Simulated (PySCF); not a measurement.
Basis set benchmark on one molecule

Molecule: `S(C=C)C`, C3H6S.

Numbering as in the mapped SMILES `[CH2:1]=[CH:2][S:3][CH3:4]`. Each H is labelled by its parent atom. Ha(C1) is cis to S3; Hb(C1) is trans to S3.

Geometry PBE0-D3(BJ)/def2-SVP throughout; GIAO in PySCF 2.14.0 with density-fitted response routines, gas phase, one conformer, non-relativistic; equivalent atoms averaged; functional PBE0.

Reference values (measured; solution, not stated per compound (mostly CDCl3 or CCl4); Pretsch, Buehlmann, Badertscher, Structure Determination of Organic Compounds, 4th ed. (2009)): δ(H(C2)) = 6.43 ppm, δ(Hb(C1)) = 5.18 ppm, δ(Ha(C1)) = 4.95 ppm. Computed shifts are taken against TMS, calculated as an isolated molecule at each level.

How do the basis sets STO-3G, 6-31G, pcSseg-0, 6-31G*, def2-SVP, cc-pVDZ, pcSseg-1, aug-cc-pVDZ, 6-311+G(2d,p), def2-TZVP, cc-pVTZ, IGLO-III, pcSseg-2 perform against the reference? Times are CPU seconds on shared hosts with different chips, so compare them loosely.

Answers


```tsv
basis set	functions	H(C2)	Hb(C1)	Ha(C1)	mean abs. error H	core-s
STO-3G	30	5.38	4.76	4.51	0.64	2
6-31G	52	6.16	5.63	5.46	0.41	4.1
pcSseg-0	52	5.59	5.66	5.31	0.56	2.5
6-31G*	72	5.94	5.16	5.03	0.20	5.3
def2-SVP	90	5.84	5.11	4.92	0.23	6.9
cc-pVDZ	90	5.93	5.16	5.05	0.21	4.6
pcSseg-1	105	5.95	5.36	5.26	0.32	4.8
aug-cc-pVDZ	150	6.61	5.29	5.32	0.22	11
6-311+G(2d,p)	152	6.54	5.13	5.23	0.15	16
def2-TZVP	166	6.51	5.22	5.19	0.12	16
cc-pVTZ	208	6.41	5.22	5.17	0.09	18
IGLO-III	209	6.53	5.15	5.22	0.13	13
pcSseg-2	235	6.51	5.26	5.29	0.17	15
```

For $^{1}$H the closest is cc-pVTZ (0.09 ppm, with def2-TZVP practically level) and the furthest STO-3G (0.64 ppm). Where a smaller basis beats a larger one, errors probably cancel; the largest sets show where the functional converges. One molecule is a small sample, and vibrational and solvent effects are absent from the calculation.

A small basis that lands close on one nucleus may do so by chance; judge by the trend and by all nuclei.
